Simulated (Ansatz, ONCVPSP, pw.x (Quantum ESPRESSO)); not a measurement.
pw.x on bcc Li: one setting changed

Potential: optimised norm-conserving Vanderbilt (ONCV), ONCVPSP 4.0.1.1 (patched build), LDA (Perdew-Wang 92); core none, reference 1s2 2s1; waves: 1s+2s: rc 1.30 bohr, ncon 4, nbas 7, qcut 9.9 1/bohr, 2 projectors; p scattering state at 0.11 Ha: rc 1.15 bohr, ncon 4, nbas 7, qcut 8.6 1/bohr, local; d scattering state at 0.3 Ha: rc 1.35 bohr, ncon 3, nbas 7, qcut 8.1 1/bohr, 3 projectors, debl 3.9 Ha; local part: the p channel; core correction: none.

The reference run (k-mesh 14³, cutoffs 95/380 Ry, Fermi–Dirac 0.01 Ry, mixing_beta 0.4, conv_thr 1e-9, no spin) gives -0.02 GPa at 19.087 Å³/atom, where all-electron LAPW gives -0.02 GPa. This run, with its own iteration cap, changes nbnd to 5.

```
&control
  calculation='scf', prefix='x', pseudo_dir='./', outdir='./tmp', tstress=.true., disk_io='none'
/
&system
  ibrav=0, nat=1, ntyp=1, ecutwfc=95, ecutrho=380, nbnd=5,
  occupations='smearing', smearing='fd', degauss=0.01
/
&electrons
  conv_thr=1e-09, mixing_beta=0.4, electron_maxstep=60
/
ATOMIC_SPECIES
Li 1.0 Li.UPF
CELL_PARAMETERS angstrom
  -1.68354952 1.68354952 1.68354952
  1.68354952 -1.68354952 1.68354952
  1.68354952 1.68354952 -1.68354952
ATOMIC_POSITIONS crystal
Li 0.0000 0.0000 0.0000
K_POINTS automatic
14 14 14 0 0 0
```

```bash
pw.x < Li.scf.in > Li.scf.out
```

How does the run end?

It converges in 6 iterations; the free energy moves by +0.0 meV/atom and the pressure by +0.00 GPa. The result is that of the reference run.

```
Message from routine setup:
     using ibrav=0 with symmetry is DISCOURAGED, use correct ibrav instead
     lattice parameter (alat)  =       5.5104  a.u.
     unit-cell volume          =     128.8055 (a.u.)^3
     number of electrons       =         3.00
     number of Kohn-Sham states=            5
     kinetic-energy cutoff     =      95.0000  Ry
     charge density cutoff     =     380.0000  Ry
     scf convergence threshold =      1.0E-09
     Exchange-correlation= SLA  PW   NOGX NOGC
     number of k points=   104  Fermi-Dirac smearing, width (Ry)=  0.0100
     iteration #  1     ecut=    95.00 Ry     beta= 0.40
     total energy              =     -14.37784511 Ry
     estimated scf accuracy    <       0.00034155 Ry
     iteration #  2     ecut=    95.00 Ry     beta= 0.40
     total energy              =     -14.37779873 Ry
     estimated scf accuracy    <       0.00010653 Ry
     iteration #  3     ecut=    95.00 Ry     beta= 0.40
     total energy              =     -14.37780663 Ry
     estimated scf accuracy    <       0.00000124 Ry
     iteration #  4     ecut=    95.00 Ry     beta= 0.40
     total energy              =     -14.37780671 Ry
     estimated scf accuracy    <       0.00000002 Ry
     iteration #  5     ecut=    95.00 Ry     beta= 0.40
     total energy              =     -14.37780671 Ry
     estimated scf accuracy    <          1.3E-09 Ry
     iteration #  6     ecut=    95.00 Ry     beta= 0.40
     the Fermi energy is     0.9966 ev
!    total energy              =     -14.37780671 Ry
     estimated scf accuracy    <          2.3E-10 Ry
     smearing contrib. (-TS)   =      -0.00220688 Ry
     The total energy is F=E-TS. E is the sum of the following terms:
     one-electron contribution =      -9.66767582 Ry
     hartree contribution      =       3.66581920 Ry
     xc contribution           =      -3.22622766 Ry
     ewald contribution        =      -5.14751555 Ry
     convergence has been achieved in   6 iterations
          total   stress  (Ry/bohr**3)                   (kbar)     P=       -0.26
     Message from routine punch:
     Nothing written, as per user request (disk_io='none')
```

The run took about 23 s on one core of a shared host (Neoverse-N1, 64 threads, 124 GiB, load 56).
